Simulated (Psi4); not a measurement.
# C3H3 (SMILES [C]1=CC1): a first try and a second

Wanted: the energy of C3H3, UMP2/aug-pcseg-2 (density fitting, density fitting for correlation).

The results are computed with Psi4 1.11.

1 further run of the same task is left out (set aside as unsound or not needed).

## Step 1: The structure to begin with

C3H3: 6 atoms, total charge 0, spin state doublet. As SMILES, `[C]1=CC1`. Geometry: relaxed at GFN2-xTB.

Bond lengths: C1–C2 1.283 Å, C1–C3 1.482 Å, C2–C3 1.580 Å, C2–H4 1.061 Å, C3–H5 1.083 Å, C3–H6 1.083 Å. Angles: C1–C2–C3 61.3°, C2–C1–C3 69.3°, C1–C3–C2 49.4°, C1–C2–H4 158.5°, C3–C2–H4 140.2°, C1–C3–H5 120.2°, C1–C3–H6 120.2°, C2–C3–H5 118.5°, C2–C3–H6 118.5°, H5–C3–H6 114.5°.

## Step 2: First attempt

job.py

```python
import psi4

psi4.set_memory('1600 MB')
psi4.set_num_threads(1)
psi4.core.set_output_file('psi4.out', False)

molecule = psi4.geometry("""
0 3
C      1.32167445    -1.66605814     0.70059706
C     -0.69494678    -1.48405862    -0.63239685
C      0.52691234     1.00947280     0.46594977
H     -2.25512357    -2.07461693    -1.74321566
H     -0.40508169     1.94870448     2.02778952
H      1.50658415     2.26655641    -0.81870495
units bohr
symmetry c1
no_reorient
no_com
""")

psi4.set_options({
    'reference': 'uhf',
    'scf_type': 'df',
    'mp2_type': 'df',
})

e = psi4.energy('mp2/aug-pcseg-2')
print(f'total energy {e:.8f} hartree = {e * 27.211386:.5f} eV')
```

Run with:

```bash
$ python job.py
```

stdout:

```text
qcelemental.exceptions.ValidationError: Inconsistent or unspecified chg/mult: sys chg: None, frag chg: [0.0], sys mult: None, frag mult: [3]
```

It took 0.83 s on 1 thread of INTEL XEON PLATINUM 8581C at 2.10GHz (Emerald Rapids), shared host; peak memory 0.13 GiB.

## Step 3: What went wrong

The input was rejected.

The log says `qcelemental.exceptions.ValidationError: Inconsistent or unspecified chg/mult: sys chg: None, frag chg: [0.0], sys mult: None, frag mult: [3]`. Cause: the spin state typed doesn't suit the molecule. To mend it: multiplicity 2 in place of 3.

## Step 4: The mended input

job.py

```python
import psi4

psi4.set_memory(1600000000)
psi4.set_num_threads(1)
psi4.set_output_file('run.log', False)

molecule = psi4.geometry("""
0 2
C      1.32167445    -1.66605814     0.70059706
C     -0.69494678    -1.48405862    -0.63239685
C      0.52691234     1.00947280     0.46594977
H     -2.25512357    -2.07461693    -1.74321566
H     -0.40508169     1.94870448     2.02778952
H      1.50658415     2.26655641    -0.81870495
units au
symmetry c1
no_reorient
no_com
""")

psi4.set_options({
    'reference': 'uhf',
    'scf_type': 'df',
    'mp2_type': 'df',
})

e, wfn = psi4.energy('mp2/aug-pcseg-2', return_wfn=True)
print('E =', round(e, 9))
for k, v in sorted(psi4.core.scalar_variables().items()):
    print(f'{k:45s} {v:18.10f}')
```

Run with:

```bash
$ python job.py
```

run.log:

```text
[...]
  Running in c1 symmetry.
[...]
  Nuclear repulsion =   57.503772292361077
[...]
  Multiplicity = 2
[...]
  Nalpha       = 11
  Nbeta        = 10
[...]
    Number of basis functions: 207
[...]
   @DF-UHF iter   1:  -115.13480214550856   -6.31512e-01   1.72748e-03 DIIS/ADIIS
[...]
   @DF-UHF iter  19:  -115.21250137041645   -2.16716e-11   5.79090e-09 DIIS
[...]
   @S^2 Observed:                9.185112158E-01
[...]
    Orbital Energies [Eh]
    ---------------------
    Alpha Occupied:
       1A    -11.271631     2A    -11.263213     3A    -11.244679
       4A     -1.174225     5A     -0.849323     6A     -0.758211
       7A     -0.619848     8A     -0.609225     9A     -0.524094
      10A     -0.385662    11A     -0.383926
    Alpha Virtual:
      12A      0.024777    13A      0.032089    14A      0.036582
      15A      0.043468    16A      0.065030    17A      0.066782
      18A      0.069496    19A      0.072944    20A      0.075327
      21A      0.097460    22A      0.100167    23A      0.110701
      24A      0.114384    25A      0.141086    26A      0.142965
[...]
  @DF-UHF Final Energy:  -115.21250137041645
   => Energetics <=
    Nuclear Repulsion Energy =             57.5037722923610772
    One-Electron Energy =                -267.9114660099072580
    Two-Electron Energy =                  95.1951923471297334
    Total Energy =                       -115.2125013704164473
  UHF NO Occupations:
  HONO-2 :    9  A 1.9923446
  HONO-1 :   10  A 1.9223174
[...]
 Multipole Moments:
 ------------------------------------------------------------------------------------
     Multipole            Electronic (a.u.)      Nuclear  (a.u.)        Total (a.u.)
 ------------------------------------------------------------------------------------
 L = 1.  Multiply by 2.5417464519 to convert [e a0] to [Debye]
 Dipole X            :         -6.1778339            5.7682190           -0.4096150
 Dipole Y            :         10.9119259          -10.7032198            0.2087061
 Dipole Z            :         -2.9217155            2.6707688           -0.2509467
 Magnitude           :                                                    0.5237527
[...]
```

Standard output:

```text
E = -115.675104413
CURRENT CORRELATION ENERGY                         -0.4626030421
CURRENT ENERGY                                   -115.6751044125
CURRENT REFERENCE ENERGY                         -115.2125013704
CUSTOM SCS-MP2 CORRELATION ENERGY                  -0.4576605731
CUSTOM SCS-MP2 TOTAL ENERGY                      -115.6701619435
DD SOLVATION ENERGY                                 0.0000000000
HF KINETIC ENERGY                                 115.2983283189
HF POTENTIAL ENERGY                              -230.5108296893
HF TOTAL ENERGY                                  -115.2125013704
HF VIRIAL RATIO                                     1.9992556098
MP2 CORRELATION ENERGY                             -0.4626030421
MP2 DOUBLES ENERGY                                 -0.4626030421
MP2 OPPOSITE-SPIN CORRELATION ENERGY               -0.3501456451
MP2 SAME-SPIN CORRELATION ENERGY                   -0.1124573970
MP2 SINGLES ENERGY                                 -0.0000000000
MP2 TOTAL ENERGY                                 -115.6751044125
NUCLEAR REPULSION ENERGY                           57.5037722924
ONE-ELECTRON ENERGY                              -267.9114660099
PCM POLARIZATION ENERGY                             0.0000000000
PE ENERGY                                           0.0000000000
SCF ITERATION ENERGY                             -115.2125013704
SCF ITERATIONS                                     19.0000000000
SCF TOTAL ENERGY                                 -115.2125013704
SCS-MP2 CORRELATION ENERGY                         -0.4576605731
SCS-MP2 TOTAL ENERGY                             -115.6701619435
TWO-ELECTRON ENERGY                                95.1951923471
```

Run time: 3.9 s. Hardware: 1 thread of INTEL XEON PLATINUM 8581C at 2.10GHz (Emerald Rapids), shared host; peak memory 0.34 GiB.

## Step 5: Outcome

Level: UMP2/aug-pcseg-2 (density fitting, density fitting for correlation).

| quantity | value |
| --- | --- |
| total energy | -115.67510 Eh |
| HOMO energy (Hartree–Fock orbitals) (highest over α and β) | -10.41 eV |
| LUMO energy (Hartree–Fock orbitals) (lowest over α and β) | 0.59 eV |
| correlation energy | -462.6 mEh |
| ⟨S²⟩ of the reference determinant | 0.919 |

⟨S²⟩ is 0.92 where a pure doublet has 0.75: the reference is spin-contaminated.
